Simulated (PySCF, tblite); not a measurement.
Parent: `[CH2:1]=[CH:2][P:3]([CH3:4])[CH3:5]` with C1–C2–P3–C4 32°, C4H9P.

Computed geometry: GFN2-xTB, gas phase. One conformer each, not checked by frequencies here.

```
coordinate of the parent    value
                   C1=C2  1.323 Å
                   C2–P3  1.820 Å
                   P3–C4  1.852 Å
                   P3–C5  1.857 Å
                C1–C2–P3   126.6°
                C2–P3–C4   100.5°
                C2–P3–C5    96.6°
                C4–P3–C5    98.1°
```

Problem. How does the shared frame change in `[CH2:1]=[CH:2][P:3]([CH3:4])([CH3:5])=[S:6]` with C1–C2–P3–C4 126°, C4H9PS? Atoms pair as C1 = C1, C2 = C2, P3 = P3, C4 = C4, C5 = C5 (parent first).

Solution. 
```tsv
parent	relative	value in the relative	change
C1=C2	C1=C2	1.321 Å	-0.002
C2–P3	C2–P3	1.821 Å	+0.001
P3–C4	P3–C4	1.840 Å	-0.012
P3–C5	P3–C5	1.841 Å	-0.016
C1–C2–P3	C1–C2–P3	120.2°	-6.4
C2–P3–C4	C2–P3–C4	103.1°	+2.6
C2–P3–C5	C2–P3–C5	103.5°	+6.9
C4–P3–C5	C4–P3–C5	103.2°	+5.1
```

Of the parent's bonds, P3–C5 changes most (-0.016 Å). Bonds of the relative outside the shared frame: P3=S6 1.937 Å. Point group C1 → Cs.
